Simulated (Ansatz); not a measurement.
`SBCl` and `NBCl` differ in one atom or group.

Ansatz, PBE0-D4/def2-TZVP geometries, multiplicity 1. Each molecule was computed in one conformer, which needn't be the lowest.

| property | `SBCl` |
| --- | --- |
| LUMO energy (PBE0/def2-TZVPP) / eV | -1.30 |
| HOMO–LUMO gap (B3LYP/def2-TZVPP) / eV | 6.58 |
| size of the dipole moment (PBE/def2-TZVPP) / D | 1.45 |
| zero-point energy (PBE0-D4/def2-TZVP) / kJ/mol | 62.4 |
| HOMO energy (PBE/def2-TZVPP) / eV | -7.13 |
| HOMO–LUMO gap (PBE/def2-TZVPP) / eV | 4.90 |

Task: Give the same properties after the change, and the shifts. (Best estimate.)

Result: Computed: 
```tsv
property	`NBCl`	shift
LUMO energy (PBE0/def2-TZVPP) / eV	0.21	1.51
HOMO–LUMO gap (B3LYP/def2-TZVPP) / eV	8.14	1.56
size of the dipole moment (PBE/def2-TZVPP) / D	2.67	1.22
zero-point energy (PBE0-D4/def2-TZVP) / kJ/mol	108.7	46.3
HOMO energy (PBE/def2-TZVPP) / eV	-7.05	0.08
HOMO–LUMO gap (PBE/def2-TZVPP) / eV	6.27	1.37
```

With PBE0 the HOMO falls by 0.10 eV and the LUMO rises by 1.51 eV, so the gap widens by about 1.61 eV. PBE moves the HOMO by 0.08 eV and ωB97M-V by -0.25 eV. The zero-point energy changes by 46.3 kJ/mol with +3 modes. Dipoles are sizes alone; their direction can turn.

B3LYP here is the variant with VWN-RPA as its local correlation; programs differ in this.
